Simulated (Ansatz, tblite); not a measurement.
**Tetramethylammonium chloride (C4H12ClN): removing and adding an electron**

An exercise on one series of results from a longer session: the logs are not shown, and one member is left open.

Computed with Ansatz 0.2.0, Gaussian basis. Level: as each input shows.

The runs, in order: charge -1 doublet, at the geometry of the singlet (PBE0-D4/def2-TZVPD, PBE-D4/def2-TZVPD, PBE-QIDH/def2-TZVPD); charge -1 doublet, relaxed (PBE0-D4/def2-TZVPD, PBE-D4/def2-TZVPD); charge +1 doublet, at the geometry of the singlet (PBE0-D4/def2-TZVP, PBE-D4/def2-TZVP, PBE-QIDH/def2-TZVP, CCSD(T)/def2-SVP); the starting singlet's energies come from earlier runs.

2 further runs of the same task are left out: 2 set aside as unsound or not needed. Runs told in other sessions of the task aren't counted.

## The structure

The geometry is that of the singlet, from an earlier relaxation (PBE-D4/def2-SVP).

SMILES `C[N+](C)(C)C.[Cl-]`, 18 atoms, charge 0, spin multiplicity 1.

Atoms are counted from 1 here; the program's logs count them from 0.

Bond lengths: C1–N2 1.491 Å, C1–H6 1.106 Å, C1–H7 1.106 Å, C1–H8 1.106 Å, N2–C3 1.510 Å, N2–C4 1.510 Å, N2–C5 1.510 Å, C3–H9 1.106 Å, C3–H10 1.127 Å, C3–H11 1.106 Å, C4–H12 1.106 Å, C4–H13 1.106 Å, C4–H14 1.127 Å, C5–H15 1.106 Å, C5–H16 1.106 Å, C5–H17 1.127 Å. Angles: N2–C1–H6 109.2°, N2–C1–H7 109.2°, N2–C1–H8 109.2°, H6–C1–H7 109.8°, H6–C1–H8 109.8°, H7–C1–H8 109.8°, C1–N2–C3 110.5°, C1–N2–C4 110.5°, C1–N2–C5 110.5°, C3–N2–C4 108.4°, C3–N2–C5 108.4°, C4–N2–C5 108.4°, N2–C3–H9 108.3°, N2–C3–H10 105.5°, N2–C3–H11 108.3°, H9–C3–H10 112.1°, H9–C3–H11 110.4°, H10–C3–H11 112.1° and more.

Geometry (Å):

```mol
C4H12ClN
  3D, bonds by distance, orders not assigned

 18 16  0  0  0  0  0  0  0  0999 V2000
   -1.4876   -0.4168   -0.7254 C   0  0
   -0.1881   -0.0527   -0.0917 N   0  0
    0.9500   -0.7903   -0.7551 C   0  0
   -0.1957   -0.4095    1.3753 C   0  0
    0.0667    1.4299   -0.2198 C   0  0
   -1.6515   -1.5055   -0.6187 H   0  0
   -2.3040    0.1353   -0.2233 H   0  0
   -1.4575   -0.1466   -1.7975 H   0  0
    0.9671   -0.5121   -1.8252 H   0  0
    1.8813   -0.4555   -0.2157 H   0  0
    0.7724   -1.8760   -0.6427 H   0  0
   -1.0170    0.1471    1.8637 H   0  0
   -0.3619   -1.4989    1.4668 H   0  0
    0.8155   -0.1014    1.7661 H   0  0
   -0.7570    1.9685    0.2846 H   0  0
    0.0921    1.6862   -1.2952 H   0  0
    1.0598    1.6099    0.2819 H   0  0
    2.8154    0.7883    1.3720 Cl  0  0
  1  2  8  0
  1  6  8  0
  1  7  8  0
  1  8  8  0
  2  3  8  0
  2  4  8  0
  2  5  8  0
  3  9  8  0
  3 10  8  0
  3 11  8  0
  4 12  8  0
  4 13  8  0
  4 14  8  0
  5 15  8  0
  5 16  8  0
  5 17  8  0
M  END
```

Set-up of the first run:

in.yaml reads:

```yaml
crystal:
  periodic: [false, false, false]
  atoms:
    - {symbol: C, position_ang: [-1.487629, -0.416849, -0.725390]}
    - {symbol: N, position_ang: [-0.188058, -0.052697, -0.091696]}
    - {symbol: C, position_ang: [0.949973, -0.790262, -0.755060]}
    - {symbol: C, position_ang: [-0.195707, -0.409467, 1.375266]}
    - {symbol: C, position_ang: [0.066659, 1.429878, -0.219751]}
    - {symbol: H, position_ang: [-1.651511, -1.505451, -0.618653]}
    - {symbol: H, position_ang: [-2.303980, 0.135255, -0.223343]}
    - {symbol: H, position_ang: [-1.457456, -0.146567, -1.797464]}
    - {symbol: H, position_ang: [0.967123, -0.512065, -1.825225]}
    - {symbol: H, position_ang: [1.881322, -0.455532, -0.215718]}
    - {symbol: H, position_ang: [0.772450, -1.875988, -0.642725]}
    - {symbol: H, position_ang: [-1.017000, 0.147145, 1.863702]}
    - {symbol: H, position_ang: [-0.361905, -1.498937, 1.466756]}
    - {symbol: H, position_ang: [0.815539, -0.101373, 1.766064]}
    - {symbol: H, position_ang: [-0.757011, 1.968526, 0.284567]}
    - {symbol: H, position_ang: [0.092052, 1.686180, -1.295203]}
    - {symbol: H, position_ang: [1.059764, 1.609874, 0.281859]}
    - {symbol: Cl, position_ang: [2.815365, 0.788349, 1.372017]}
basis:
  gaussian: {orbitals: def2-TZVPD}
total_charge: -1
magnetization: {spin_polarized: true, initial_magnetization: 1}
hamiltonian: {xc: pbe0, dispersion: d4}
scf: {omitted_lower_state_checks: [starts]}
output: {orbitals: {seedname: orbitals}}
```

Command:

```bash
> ansatz run in.yaml --threads 4 --pin off --events-out ev --progress --plain --max-ram 4787MiB
```

Among the steps run: Charge -1 doublet at the fixed geometry, PBE0-D4/def2-TZVPD; Charge -1 doublet at the fixed geometry, PBE-D4/def2-TZVPD; Charge -1 doublet at the fixed geometry, PBE-QIDH/def2-TZVPD; Relaxing the charge -1 doublet; Charge -1 doublet, PBE0-D4/def2-TZVPD; Charge -1 doublet, PBE-D4/def2-TZVPD; Charge +1 doublet at the fixed geometry, PBE0-D4/def2-TZVP; Charge +1 doublet at the fixed geometry, PBE-D4/def2-TZVP; Charge +1 doublet at the fixed geometry, PBE-QIDH/def2-TZVP; Charge +1 doublet at the fixed geometry, CCSD(T)/def2-SVP.

One of the session's tables, all rows but one given; the rest of the session is left out.

It belongs to the step «Vertical ionisation energy». 

| method | vertical ionisation energy (eV) |
| --- | --- |
| HF/def2-SVP | 6.56 |
| PBE-D4/def2-TZVP | 8.01 |
| PBE0-D4/def2-TZVP | 8.01 |
| PBE-QIDH/def2-TZVP | 8.01 |
| MP2/def2-SVP | 7.33 |
| CCSD/def2-SVP | 7.17 |
| CCSD(T)/def2-SVP | ? |

Estimate the missing values for CCSD(T)/def2-SVP.

As computed: vertical ionisation energy (eV): 7.20. In the column «vertical ionisation energy (eV)» it lies between CCSD/def2-SVP (7.17) and MP2/def2-SVP (7.33).
